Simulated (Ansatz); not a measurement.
## CH3F (fluoromethane): the energy to break a bond

CH3F has 5 atoms, charge 0, and is taken as a singlet. SMILES: `CF`. The shape was relaxed beforehand at B3LYP/def2-SVP.

```xyz
5

C    -0.0402    0.0261    0.0062
F     1.1016   -0.7153   -0.1698
H    -0.9275   -0.6273   -0.0576
H    -0.1095    0.8027   -0.7752
H    -0.0242    0.5138    0.9963
```

Wanted: the dissociation energy of the F2–C1 bond into doublet F and doublet CH3 (shapes relaxed at B3LYP/def2-SVP, no zero-point term). 1 Eh = 2625.50 kJ/mol = 27.2114 eV. Totals in Eh; open shells run unrestricted unless said.

| level | program | CH3F | doublet F | doublet CH3 |
| --- | --- | --- | --- | --- |
| SVWN5/def2-TZVPP | Ansatz | -138.778370 | -99.107405 | -39.443103 |
| PBE0-D4/def2-TZVPP | Ansatz | -139.655380 | -99.676173 | -39.800176 |
| CCSD(T)/def2-TZVPP, 2 core orbitals frozen | Ansatz | -139.563616 | -99.625056 | -39.761426 |

Question: Work out the dissociation energy at each level.

Answer: 
1. SVWN5/def2-TZVPP: (-99.107405) + (-39.443103) − (-138.778370) = 0.227862 Eh = 598.3 kJ/mol = 6.20 eV.
2. PBE0-D4/def2-TZVPP: (-99.676173) + (-39.800176) − (-139.655380) = 0.179031 Eh = 470.0 kJ/mol = 4.87 eV.
3. CCSD(T)/def2-TZVPP: (-99.625056) + (-39.761426) − (-139.563616) = 0.177134 Eh = 465.1 kJ/mol = 4.82 eV.

The levels span 465 to 598 kJ/mol; no measured value is set beside them. A bond enthalpy at 298 K also holds the loss of zero-point energy and thermal terms.
